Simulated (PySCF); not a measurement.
# Accurate constants of SiO+, step by step

What constants does extrapolated CCSD(T) give for SiO+, and what does each step add?

Program: PySCF 2.14.0. Level of theory: CCSD(T) on ROHF, no relativity in the base curves; scalar relativity is added as a correction. These are calculated values, not measurements.

## (1) The job

| Item | Value |
| --- | --- |
| molecule | SiO+ |
| state | doublet, unpaired electrons σ ↑ |
| smaller basis | Si cc-pV(T+d)Z, O cc-pVTZ |
| larger basis | Si cc-pV(Q+d)Z, O cc-pVQZ |
| frozen core orbitals | 6 |
| extrapolation | correlation as n⁻³ (n = 3, 4), Hartree–Fock as (n+1)·exp(−9√n) |
| corrections | core–valence correlation, scalar relativity |
| distances (Å) | 1.3418, 1.4028, 1.4638, 1.5248, 1.5858, 1.6620, 1.7383 |
| masses (u) | 27.9769, 15.9949 |
| dissociation limit | Si+ + O |

Command:

```console
$ OMP_NUM_THREADS=4 python comp.py task.json out
```

## (2) The runs

Q: Predict the outcome of this session. Wanted: for each run, Re; ωe; ωexe; αe; De.

**Answer**, as computed:

```
               level  Re (Å)  ωe (cm⁻¹)  ωexe (cm⁻¹)  αe (cm⁻¹)  De (eV)
CCSD(T)/cc-pVTZ(-PP)  1.5303     1136.9         7.10    0.00576    4.578
CCSD(T)/cc-pVQZ(-PP)  1.5266     1144.9         7.01    0.00573    4.724
              HF/CBS  1.5397     1108.9         5.58    0.00520    2.108
             MP2/CBS  1.5344     1079.0         8.66    0.00543    4.538
            CCSD/CBS  1.5201     1161.4         6.42    0.00567    4.475
         CCSD(T)/CBS  1.5250     1148.2         6.94    0.00571    4.807
      CCSD(T)/CBS+CV  1.5212     1151.7         6.90    0.00577    4.819
   CCSD(T)/CBS+CV+SR  1.5212     1149.0         6.85    0.00578    4.802
```

The last step gives Re = 1.5212 Å, ωe = 1149.0 cm⁻¹ and De = 4.802 eV; the smaller basis alone is off from it by +9.1 mÅ and -0.22 eV. Near the minimum the mean field binds by 2.10 eV and correlation adds 2.70 eV of binding. T1 is 0.094, large enough to doubt a single reference. Spin–orbit coupling and excitations beyond (T) are left out.
